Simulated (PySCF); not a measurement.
Na2, SMILES [Na][Na].

Geometry optimised at B3LYP-D3(BJ)/def2-TZVPD.

Vertical ionisation energy (IE) and electron affinity (EA) in eV. Rows of orbital energies are one-electron estimates. Where ΔSCF, EOM or ADC give a negative EA the extra electron is unbound and the value depends on the basis.

```
level                                           IE    EA
--------------------------------------------  ----  ----
−ε(HOMO), −ε(LUMO), ωB97X/def2-TZVPD (PySCF)  5.00  0.16
−ε(HOMO), −ε(LUMO), B3LYP/def2-TZVPD (PySCF)  3.56  1.51
```
